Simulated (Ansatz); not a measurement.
Input file:

```yaml
crystal:
  periodic: [false, false, false]
  atoms:
    - {symbol: H, position_ang: [-1.809464, 0.049803, 0.000000]}
    - {symbol: H, position_ang: [-0.847464, 0.049803, 0.000000]}
    - {symbol: O, position_ang: [0.142536, 0.049803, 0.000000]}
    - {symbol: H, position_ang: [0.394395, -0.890147, 0.000000]}
basis:
  gaussian: {orbitals: cc-pVTZ}
magnetization: {spin_polarized: false, initial_magnetization: 1}
correlation: {method: fic_mrcisd_q, electrons: outside_noble_gas, active_space: {window: {electrons: 9, orbitals: 7}, shells: [{species: H, l: s, shell: 1}, {species: O, l: s, shell: 2}, {species: O, l: p, shell: 2}]}}
```

```sh
$ ansatz run in.yaml --threads 2 --pin off --events-out ev --progress --plain --max-ram 16896MiB --backend cuda --devices 0, --max-vram 18GiB
```

Output:

```
873 factors; integrals over basis functions are off by at most 2.4e-7 eV
mean field evaluation 1: about -2079.9772 eV, gradient 3.0e1 eV
mean field evaluation 2: about -2079.9803 eV, gradient 3.0e1 eV
mean field evaluation 4: about -2081.9736 eV, gradient 2.7e0 eV
mean field evaluation 8: about -2082.0573 eV, gradient 8.8e-2 eV
mean field evaluation 16: about -2079.1980 eV, gradient 1.1e-1 eV
mean field -2082.05730045 eV, -76.5141945224 hartree, gradient 4.5e-6 eV, S^2 0.750000; 3 other end points of the search recorded, 0 dependent functions left out
reference -2082.05730045 eV, -76.5141945224 hartree; 6, 5 occupied and 66, 67 virtual orbitals, 873 factors
state -2083.62613731 eV, -76.5718482135 hartree
contracted CI cycle   1: correlation 0.00000000 eV, 0.0000000000 hartree, residual 3.20e1 eV
contracted CI cycle   2: correlation -5.78206820 eV, -0.2124870873 hartree, residual 6.02e0 eV
contracted CI cycle   3: correlation -6.01779378 eV, -0.2211498424 hartree, residual 1.36e0 eV
contracted CI cycle   4: correlation -6.03043277 eV, -0.2216143168 hartree, residual 3.67e-1 eV
contracted CI cycle   5: correlation -6.03141524 eV, -0.2216504217 hartree, residual 1.01e-1 eV
contracted CI cycle   6: correlation -6.03148105 eV, -0.2216528404 hartree, residual 2.55e-2 eV
contracted CI cycle   7: correlation -6.03148523 eV, -0.2216529938 hartree, residual 6.03e-3 eV
contracted CI cycle   8: correlation -6.03148547 eV, -0.2216530028 hartree, residual 1.34e-3 eV
state -2083.62613731 eV, -76.5718482135 hartree; corrected -2089.96508262 eV, -76.8048001571 hartree
Total energy: -2089.96508262 eV, -76.8048001571 hartree
Checks for a lower state left out: starts, orbital_swaps
```

Natural occupations: 1.9995 1.9986 1.9777 1.9765 1.0019 0.0242 0.0216.

For the same geometry and basis UCCSDT(Q) lies 75.7 meV lower.

Ran on 2 threads of AMD EPYC 7R13 with a shared H100 80 GB, shared host: 2 s wall, 0.83 GiB peak host memory.
